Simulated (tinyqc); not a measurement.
Inside a calculation. Method: RKS/BP86 in the sto-3g basis, for H2F+, spin multiplicity 1. One step of it, computed by the program tinyqc.

Problem. Iteration 2: DIIS coefficients. Solve [B -1; -1 0][c; lambda] = [0; -1] for the coefficients, which sum to one.

B (overlaps of the stored error matrices):
```
,1,2
1,2.0915613e+00,7.6387983e-01
2,7.6387983e-01,5.0459124e-01
```

Give: DIIS coefficients.

Solution.

DIIS coefficients: -0.2427  1.2427
